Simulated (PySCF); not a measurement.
PO⁺: frontier orbitals

PBE0 at R = 1.423 Å; basis P def2-TZVP, O def2-TZVP; no relativity; PySCF 2.14. State: ¹Σ⁺ (singlet), closed shell. Only the outer orbitals are listed, counted within each symmetry.

```json
{"orbital": "5σ", "occ.": "2", "ε (eV)": "-37.98", "on P (%)": "25", "main shells (%)": "70 O s, 14 P s, 8 P p"}
{"orbital": "6σ", "occ.": "2", "ε (eV)": "-23.96", "on P (%)": "63", "main shells (%)": "59 P s, 21 O p, 16 O s"}
{"orbital": "2π", "occ.": "2", "ε (eV)": "-19.93", "on P (%)": "31", "main shells (%)": "69 O p, 26 P p"}
{"orbital": "2π", "occ.": "2", "ε (eV)": "-19.93", "on P (%)": "31", "main shells (%)": "69 O p, 26 P p"}
{"orbital": "7σ", "occ.": "2", "ε (eV)": "-19.60", "on P (%)": "48", "main shells (%)": "45 O p, 29 P p, 18 P s"}
{"orbital": "3π", "occ.": "0", "ε (eV)": "-11.29", "on P (%)": "81", "main shells (%)": "75 P p, 19 O p"}
{"orbital": "3π", "occ.": "0", "ε (eV)": "-11.29", "on P (%)": "81", "main shells (%)": "75 P p, 19 O p"}
```

Question: Which are the highest filled and the lowest empty level, where do they sit, and how wide is the gap?

Answer: Highest filled 7σ at -19.60 eV (in %: 45 O p, 29 P p, 18 P s); lowest empty 3π at -11.29 eV (in %: 75 P p, 19 O p); the gap at PBE0 is 8.31 eV.

```json
{"bond order (Mayer)": "2.61", "⟨S²⟩": "0.000", "charge on P (Mulliken, basis-dependent)": "1.05", "charge on P (Löwdin, basis-dependent)": "0.99", "dipole moment (positive dipole points towards O; it is taken about the centre of mass and depends on that origin)": "-3.40 D", "polarisability along the bond": "20.6 bohr³", "polarisability across the bond": "13.6 bohr³"}
```
